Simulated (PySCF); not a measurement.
Cl4Si, charge +1, multiplicity 2. Atoms are numbered in the order given.

```xyz
5

Cl     1.1979    -1.1979     1.1185
Si     0.0000     0.0000     0.0000
Cl     1.1979     1.1979    -1.1185
Cl    -1.1979    -1.1979    -1.1185
Cl    -1.1979     1.1979     1.1185
```
Charge +1, spin multiplicity 2.

Geometry optimised at PBE0-D3(BJ)/def2-SVP. A frequency run showed that this geometry is not a minimum. The spin state was assumed, not searched. The isomer is the one that the SMILES or the coordinates give; other isomers of the formula were not compared.

Level of theory: PBE0-D3(BJ)/def2-SVP (PySCF).

Frequencies are harmonic and unscaled.

Modes within 1.5 cm⁻¹ of each other (mostly degenerate sets) share a row, with their intensities summed.

```csv
mode,ν (cm⁻¹),IR (km/mol),moving atoms (share of kinetic energy)
1–2,146i,184.6,"Cl 56 %, Si 44 %"
3,99,0.0,Cl 100 %
4,119,0.0,Cl 100 %
5,172,0.0,"Cl 72 %, Si 28 %"
6,419,0.0,Cl 100 %
7–8,472,212.6,"Cl 61 %, Si 39 %"
9,506,6.6,"Si 56 %, Cl 44 %"
```
